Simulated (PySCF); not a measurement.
Planning an excited-state job on `C1(CC1)C(Cl)=O`.

Method: TDDFT B3LYP/def2-SVPD, vertical, gas phase, core orbitals frozen in the response (PySCF 2.14.0, density-fitted response routines). Geometry: GFN2-xTB. Work: 8 singlets by full TDDFT, 3 Tamm–Dancoff triplets, polarisability, density fitting. The input is one job of a driver script: a line of settings, then coordinates in Å.

Command:
```bash
OMP_NUM_THREADS=1 python probes_run.py task.json out
```

Input:
```
{"job": {"kind": "uv", "xc": "B3LYP", "basis": "def2-SVPD", "nstates": 8, "ntriplets": 3}, "charge": 0, "multiplicity": 1}
O      1.962103    -1.644635     0.797232
C      1.315028    -0.859593     0.184790
Cl     1.984072    -0.183746    -1.319880
C     -0.013093    -0.352799     0.517274
C     -0.408764     1.074397     0.204666
C     -1.023658    -0.033390    -0.563133
H     -0.382180    -0.787073     1.438854
H      0.325631     1.691940    -0.288091
H     -0.994712     1.587414     0.951202
H     -2.047227    -0.310392    -0.363798
H     -0.711776    -0.179453    -1.585081
```

Hardware: one thread, x86-64 server, no GPU, on a shared host.

**Question.** How large is the basis?

**Answer.** 170 functions for 54 electrons, with 636 fitting functions; the fitted three-index integrals, 636 × 170 × 171/2 numbers of 8 bytes, come to 71 MiB.

**Question.** Estimate the wall time.

**Answer.** About 18 s. The SCF took 14 cycles.

Other jobs ran on the host; a repeat could differ by tens of per cent or more.

The run converged: HOMO -8.16 eV, LUMO -1.32 eV; lowest singlet 5.13 eV; lowest triplet 4.64 eV (Tamm–Dancoff); mean polarisability 63.0 au.
